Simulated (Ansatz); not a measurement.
Relaxation of CH5Si2 (8 atoms, charge -1, multiplicity 1), to a largest force component of 0.015 eV/Å in at most 40 steps.

Computed with RKS PBE0-D4/6-31G (Ansatz 0.2.0).

```xyz
8
Properties=species:S:1:pos:R:3:forces:R:3
Si -0.652 1.310 -1.041 0.53 0.00 -0.38
C 0.598 0.180 -0.624 -0.49 0.56 -0.31
Si 0.586 -1.016 0.749 0.09 -0.34 0.35
H -2.029 1.803 -0.642 -0.46 -0.13 0.47
H -0.428 2.211 -2.223 0.20 0.19 -0.36
H -0.442 -2.131 0.800 -0.25 -0.25 -0.14
H 1.867 -1.812 0.790 0.34 -0.27 0.08
H 0.500 -0.545 2.191 0.04 0.23 0.28
```

Problem. Where does it end, and by what steps?

Solution. It converged. Limits of this set-up: no polarisation functions, an anion without diffuse functions, the dipole of an ion depends on the origin. After 18 steps the energy has fallen by 0.178 eV; H4 moved furthest, 0.95 Å.

```csv
step,energy less start (eV),largest force component (eV/Å),accepted
0,0.0000,0.561,yes
1,-0.0937,0.364,yes
2,-0.1005,0.210,yes
3,-0.1044,0.085,yes
4,-0.1000,0.139,no
5,-0.1067,0.040,yes
6,-0.1083,0.058,yes
7,-0.1092,0.049,yes
8,-0.1100,0.093,yes
9,-0.1127,0.130,yes
10,-0.1203,0.307,yes
11,-0.1252,0.363,yes
12,-0.1602,0.295,yes
13,-0.1685,0.229,yes
14,-0.1719,0.117,yes
15,-0.1759,0.099,yes
16,-0.1778,0.022,yes
17,-0.1779,0.016,yes
18,-0.1779,0.011,yes
```

```xyz
8
Properties=species:S:1:pos:R:3
Si -0.619 1.367 -1.091
C 0.218 -0.105 -0.777
Si 0.508 -1.076 0.753
H -1.395 2.363 -0.205
H -0.699 1.943 -2.498
H -0.018 -2.508 0.627
H 2.001 -1.285 1.016
H 0.005 -0.700 2.174
```

Time of the run: 35 s on 1 thread of Arm Neoverse V1 (shared host), peak memory 0.11 GiB.
